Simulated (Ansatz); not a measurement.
# C3H5ClF2: up Jacob's ladder to CCSD(T)

An exercise on one series of results from a longer session: the logs are not shown, and one member is left open.

Program: Ansatz 0.2.0, Gaussian basis. Level of theory: functionals in def2-TZVPP, the program's frozen cores in correlated methods. These are calculated values, not measurements.

The runs, in order: PBE-D4, r2SCAN-D4, PBE0-D4, B3LYP-D4, ωB97X-V, ωB97M-V, B2PLYP; CCSD(T)/def2-TZVPP; MP2/def2-QZVPP; extrapolation to the limit.

### The geometry

An earlier PBE0-D4 in a triple-zeta def2 set relaxation fixed the geometry.

SMILES `CC(F)(F)CCl`, 11 atoms, charge 0, spin multiplicity 1.

Atoms are counted from 1 here; the program's logs count them from 0.

Bond lengths: C1–C2 1.500 Å, C1–H7 1.090 Å, C1–H8 1.090 Å, C1–H9 1.089 Å, C2–F3 1.360 Å, C2–F4 1.370 Å, C2–C5 1.518 Å, C5–Cl6 1.769 Å, C5–H10 1.089 Å, C5–H11 1.089 Å. Angles: C2–C1–H7 108.7°, C2–C1–H8 110.0°, C2–C1–H9 110.0°, H7–C1–H8 109.3°, H7–C1–H9 109.5°, H8–C1–H9 109.3°, C1–C2–F3 109.6°, C1–C2–F4 109.4°, C1–C2–C5 116.8°, F3–C2–F4 106.1°, F3–C2–C5 109.0°, F4–C2–C5 105.3°, C2–C5–Cl6 112.5°, C2–C5–H10 109.4°, C2–C5–H11 108.5°, Cl6–C5–H10 108.3°, Cl6–C5–H11 108.3°, H10–C5–H11 109.8°.

Set-up of the first run:

in.yaml

```yaml
crystal:
  periodic: [false, false, false]
  atoms:
    - {symbol: C, position_ang: [-1.169674, -0.245050, -0.536632]}
    - {symbol: C, position_ang: [-0.037328, -0.364757, 0.440099]}
    - {symbol: F, position_ang: [-0.470290, -0.030083, 1.685098]}
    - {symbol: F, position_ang: [0.363392, -1.672536, 0.515205]}
    - {symbol: C, position_ang: [1.222279, 0.421769, 0.126740]}
    - {symbol: Cl, position_ang: [0.920927, 2.159528, -0.006916]}
    - {symbol: H, position_ang: [-1.985954, -0.887049, -0.205680]}
    - {symbol: H, position_ang: [-0.843016, -0.560273, -1.527954]}
    - {symbol: H, position_ang: [-1.514761, 0.786645, -0.583124]}
    - {symbol: H, position_ang: [1.640366, 0.074428, -0.816347]}
    - {symbol: H, position_ang: [1.939559, 0.260378, 0.929912]}
basis:
  gaussian: {orbitals: def2-TZVPP}
hamiltonian: {xc: pbe, dispersion: d4}
output: {forces: true, orbitals: {seedname: orbitals}}
```

On the command line:

```
$ ansatz run in.yaml --threads 4 --pin off --events-out ev --progress --plain --max-ram 10444MiB
```

Among the steps run: PBE-D4 (GGA); r2SCAN-D4 (meta-GGA); PBE0-D4 (hybrid); B3LYP-D4 (hybrid); ωB97X-V (range-separated); ωB97M-V (range-separated); B2PLYP (double hybrid); CCSD(T) in def2-TZVPP; MP2 in def2-QZVPP.

One table of the session follows, with a row left open; its other results are not shown here.

| method | atomisation energy (kcal/mol) |
| --- | --- |
| PBE-D4 | 1045.2 |
| r2SCAN-D4 | 1020.2 |
| PBE0-D4 | 1022.5 |
| B3LYP-D4 | 1010.3 |
| ωB97X-V | 1018.0 |
| ωB97M-V | ? |
| B2PLYP | 1002.4 |
| HF/def2-TZVPP | 736.3 |
| MP2/def2-TZVPP | 1014.2 |
| CCSD/def2-TZVPP | 972.5 |
| CCSD(T)/def2-TZVPP | 989.2 |
| MP2/CBS | 1039.8 |
| CCSD(T)/CBS | 1014.7 |

**Question.** Estimate the row for ωB97M-V.

**Answer.** atomisation energy (kcal/mol): 1019.2. In the column «atomisation energy (kcal/mol)» it lies between ωB97X-V (1018.0) and r2SCAN-D4 (1020.2).
